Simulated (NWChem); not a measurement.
All runs are NWChem calculations. System: CH₃O, charge 0, spin multiplicity 2, at a geometry optimised with UPBE0/def2-SVP. The structure started from a generated list of species. Its SCF solution wasn't tested for a lower state. Level: UBLYP/def2-TZVP.

Job file:

```
start mol
memory heap 200 mb stack 900 mb global 1100 mb
geometry units angstroms nocenter noautoz noautosym
  C     -0.624876     0.236980     0.122227
  O      0.586517    -0.328842    -0.083224
  H     -1.463459    -0.443030    -0.037944
  H     -0.750290     1.311777    -0.049077
  H      1.270868     0.340106     0.019445
end
basis spherical
  * library def2-tzvp
end
dft
  xc becke88 lyp
  odft
  mult 2
  semidirect memsize 60000000 filesize 0
  iterations 100
end
task dft energy
```

Part of the output:

```
             Northwest Computational Chemistry Package (NWChem) 7.3.0
             --------------------------------------------------------

                                NWChem Input Module
                                -------------------

 Scaling coordinates for geometry "geometry" by  1.889725989
 (inverse scale =  0.529177249)

                             Geometry "geometry" -> ""
                             -------------------------

 Output coordinates in angstroms (scale by  1.889725989 to convert to a.u.)

  No.       Tag          Charge          X              Y              Z
 ---- ---------------- ---------- -------------- -------------- --------------
    1 C                    6.0000    -0.62487600     0.23698000     0.12222700
    2 O                    8.0000     0.58651700    -0.32884200    -0.08322400
    3 H                    1.0000    -1.46345900    -0.44303000    -0.03794400
    4 H                    1.0000    -0.75029000     1.31177700    -0.04907700
    5 H                    1.0000     1.27086800     0.34010600     0.01944500

 Effective nuclear repulsion energy (a.u.)      35.4156775642

            Nuclear Dipole moment (a.u.)
            ----------------------------
        X                 Y               Z
 ---------------- ---------------- ----------------
    -0.0000018897    -0.0000056692    -0.0000113384


 Summary of "ao basis" -> "" (spherical)
 ------------------------------------------------------------------------------
       Tag                 Description            Shells   Functions and Types
 ---------------- ------------------------------  ------  ---------------------
 *                         def2-tzvp                  on all atoms

                                 NWChem DFT Module
                                 -----------------

 Summary of "ao basis" -> "ao basis" (spherical)
 ------------------------------------------------------------------------------
       Tag                 Description            Shells   Functions and Types
 ---------------- ------------------------------  ------  ---------------------
 C                         def2-tzvp                11       31   5s3p2d1f
 O                         def2-tzvp                11       31   5s3p2d1f
 H                         def2-tzvp                 4        6   3s1p

 Summary of "ao basis" -> "ao basis" (spherical)
 ------------------------------------------------------------------------------
       Tag                 Description            Shells   Functions and Types
 ---------------- ------------------------------  ------  ---------------------
 C                         def2-tzvp                11       31   5s3p2d1f
 O                         def2-tzvp                11       31   5s3p2d1f
 H                         def2-tzvp                 4        6   3s1p

            General Information
            -------------------
          SCF calculation type: DFT
          Wavefunction type:  spin polarized.
          No. of atoms     :     5
          No. of electrons :    17
           Alpha electrons :     9
            Beta electrons :     8
          Charge           :     0
          Spin multiplicity:     2
          Use of symmetry is: off; symmetry adaption is: off
          Maximum number of iterations: 100
          AO basis - number of functions:    80
                     number of shells:    34
          Convergence on energy requested:  1.00D-06
          Convergence on density requested:  1.00D-05
[...]
   Bfn.  Coefficient  Atom+Function         Bfn.  Coefficient  Atom+Function
  ----- ------------  ---------------      ----- ------------  ---------------
    39      0.377270  2 O  pz                42      0.302730  2 O  pz
    45      0.219140  2 O  pz                 8      0.140148  1 C  pz
     7     -0.127888  1 C  py                38      0.114651  2 O  py
    11      0.104825  1 C  pz                70     -0.098693  4 H  s
    36     -0.096405  2 O  s                 35     -0.091811  2 O  s

 Vector    8  Occ=1.000000D+00  E=-2.972555D-01
              MO Center=  6.8D-02, -5.4D-02,  2.1D-02, r^2= 1.6D+00
   Bfn.  Coefficient  Atom+Function         Bfn.  Coefficient  Atom+Function
  ----- ------------  ---------------      ----- ------------  ---------------
    38      0.315881  2 O  py                41      0.245727  2 O  py
    39     -0.189299  2 O  pz                 7     -0.187237  1 C  py
    70     -0.184427  4 H  s                 44      0.178703  2 O  py
    42     -0.154135  2 O  pz                64      0.145247  3 H  s
    71     -0.126084  4 H  s                 36     -0.121568  2 O  s

 Vector    9  Occ=0.000000D+00  E=-6.655912D-02
              MO Center= -4.9D-01,  1.9D-01,  2.3D-01, r^2= 1.7D+00
   Bfn.  Coefficient  Atom+Function         Bfn.  Coefficient  Atom+Function
  ----- ------------  ---------------      ----- ------------  ---------------
    14      0.489588  1 C  pz                 8      0.375112  1 C  pz
    11      0.324110  1 C  pz                45     -0.294845  2 O  pz
    39     -0.250845  2 O  pz                42     -0.190563  2 O  pz
     5      0.173481  1 C  s                  4      0.105896  1 C  s
    71     -0.091248  4 H  s                 70     -0.061583  4 H  s

 Vector   10  Occ=0.000000D+00  E=-6.516113D-04
              MO Center=  1.3D+00,  6.2D-01,  3.3D-02, r^2= 2.9D+00
   Bfn.  Coefficient  Atom+Function         Bfn.  Coefficient  Atom+Function
  ----- ------------  ---------------      ----- ------------  ---------------
    77      1.382211  5 H  s                 36     -1.036629  2 O  s
    71      0.645896  4 H  s                  5     -0.499557  1 C  s
    13     -0.283688  1 C  py                44     -0.277343  2 O  py
    12      0.233513  1 C  px                43     -0.231877  2 O  px
    76      0.175458  5 H  s                 34     -0.166424  2 O  s

 Vector   11  Occ=0.000000D+00  E= 6.282435D-02
              MO Center= -1.2D+00,  5.6D-01, -4.3D-02, r^2= 4.7D+00
   Bfn.  Coefficient  Atom+Function         Bfn.  Coefficient  Atom+Function
  ----- ------------  ---------------      ----- ------------  ---------------
     5      2.405491  1 C  s                 71     -1.867581  4 H  s
    65     -1.824435  3 H  s                 36     -0.595736  2 O  s
     4      0.536011  1 C  s                 77      0.385479  5 H  s
    12     -0.349813  1 C  px                14     -0.308375  1 C  pz
     3      0.178350  1 C  s                 44     -0.156202  2 O  py

   alpha - beta orbital overlaps
   -----------------------------

   alpha      1      2      3      4      5      6      7      8      9     10
    beta      1      2      3      4      5      6      7      8      9     10
 overlap   1.000  1.000  1.000  0.997  0.998  0.999  0.965  0.967  0.992  1.000

   alpha     11     12     13     14     15     16     17     18     19     20
    beta     11     12     13     15     14     16     17     18     19     20
 overlap   0.998  0.999  0.997  0.881  0.885  0.996  0.989  0.989  0.997  0.976

   alpha     21     22     23     24     25     26     27     28     29     30
    beta     21     22     23     24     25     26     27     28     29     30
 overlap   0.951  0.971  0.998  0.993  0.994  0.998  0.963  0.963  0.995  0.996

   alpha     31     32     33     34     35     36     37     38     39     40
    beta     31     32     33     34     35     36     37     38     39     40
 overlap   0.950  0.757  0.802  0.918  0.917  0.999  0.987  0.987  0.990  0.990

   alpha     41     42     43     44     45     46     47     48     49     50
    beta     41     42     43     44     45     46     47     48     49     50
 overlap   0.998  0.999  0.999  0.997  0.997  0.999  0.999  0.910  0.910  0.995

   alpha     51     52     53     54     55     56     57     58     59     60
    beta     51     52     53     54     55     56     57     58     59     60
 overlap   0.998  0.990  0.989  0.976  0.974  0.992  0.996  0.987  0.997  0.999

   alpha     61     62     63     64     65     66     67     68     69     70
    beta     61     62     63     64     65     66     67     68     69     70
 overlap   0.996  0.996  1.000  1.000  1.000  1.000  1.000  1.000  1.000  1.000

   alpha     71     72     73     74     75     76     77     78     79     80
    beta     71     72     73     74     75     76     77     78     79     80
 overlap   0.999  1.000  1.000  1.000  0.999  1.000  1.000  1.000  1.000  1.000

     --------------------------
     Expectation value of S2:
     --------------------------
      <S2> =      0.7527 (Exact =     0.7500)

 center of mass
 --------------
 x =   0.05681143 y =  -0.07296878 z =   0.00410978

 moments of inertia (a.u.)
 ------------------
          16.784329173738          16.886933874200           5.646985918868
          16.886933874200          52.878946059329          -2.666355373740
           5.646985918868          -2.666355373740          67.562271429026

     Multipole analysis of the density
     ---------------------------------

     L   x y z        total         alpha         beta         nuclear
     -   - - -        -----         -----         ----         -------
     0   0 0 0     -0.000000     -9.000000     -8.000000     17.000000

     1   1 0 0      0.266051      0.571938     -0.305884     -0.000002
     1   0 1 0      0.518720      0.094090      0.424636     -0.000006
     1   0 0 1     -0.082898     -0.264703      0.181817     -0.000011

     2   2 0 0     -7.835099    -21.959340    -19.495866     33.620108
     2   1 1 0      1.365636      5.252173      4.452245     -8.338782
     2   1 0 1      0.405306      1.827588      1.190649     -2.612930
     2   0 2 0     -9.428068    -10.970611    -10.008993     11.551537
     2   0 1 1     -0.134882     -0.816861     -0.574243      1.256222
     2   0 0 2    -10.945485     -6.954656     -4.523892      0.533063

 Task  times  cpu:        3.8s     wall:        3.8s

 Total times  cpu:        3.8s     wall:        3.8s
```
